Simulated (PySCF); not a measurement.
C4H3FO.
SMILES: `C(=C=O)/C=C/F`

Computed, not measured: EOM-IP-CCSD/aug-cc-pVDZ in PySCF, restricted Hartree–Fock reference, frozen core, non-relativistic, gas phase, PBE0-D3(BJ)/def2-SVP geometry.

Hartree–Fock orbital energies give these Koopmans values (eV): HOMO 8.69, HOMO-1 12.48, HOMO-2 15.00, HOMO-3 15.66, HOMO-4 17.21, HOMO-5 17.87, HOMO-6 18.30, HOMO-7 19.01.

Question: What vertical ionisation energies does EOM-IP-CCSD give?

Answer: 
```
leading hole (HF orbital)  Koopmans (eV)  EOM-IP-CCSD (eV)  change (eV)  one-hole share
                     HOMO           8.69              8.44        -0.25            0.96
                   HOMO-1          12.48             11.64        -0.84            0.94
                   HOMO-2          15.00             13.53        -1.47            0.95
                   HOMO-3          15.66             14.04        -1.62            0.95
                   HOMO-5          17.87             15.55        -2.32            0.88
                   HOMO-4          17.21             15.59        -1.62            0.93
                   HOMO-7          19.01             16.22        -2.79            0.90
                   HOMO-6          18.30             16.36        -1.94            0.94
```

Question: Does the order of the lines follow the orbital energies?

Answer: No: the HOMO-5 hole (15.55 eV) falls below the HOMO-4 hole (15.59 eV); the HOMO-7 hole (16.22 eV) falls below the HOMO-6 hole (16.36 eV). The corrections run from -2.79 to -0.25 eV, with a mean of -1.61 eV over the 8 lines; no line lies above its Koopmans value. Koopmans values leave out both the relaxation of the orbitals and the change in correlation energy.

Question: At what kinetic energies would He II light (40.81 eV) eject these electrons?

Answer: 32.37 eV (HOMO), 29.17 eV (HOMO-1), 27.28 eV (HOMO-2), 26.77 eV (HOMO-3), 25.26 eV (HOMO-5), 25.22 eV (HOMO-4), 24.59 eV (HOMO-7), 24.45 eV (HOMO-6).

Lines less than 0.15 eV apart could change places at a higher level. One root was sought for each valence orbital with −ε under 21 eV, eight at most, so deeper holes and satellites are missing; no vibrational structure.

On an Intel Xeon Platinum 8488C with one thread, on a shared host, this took 6.2 min of wall time and 2.9 GiB of memory at its peak.

Shape of the structure used: `[O:1]=[C:2]=[CH:3]/[CH:4]=[CH:5]/[F:6]`: C2–C3–C4–C5 180°.

One conformer stands for the species.
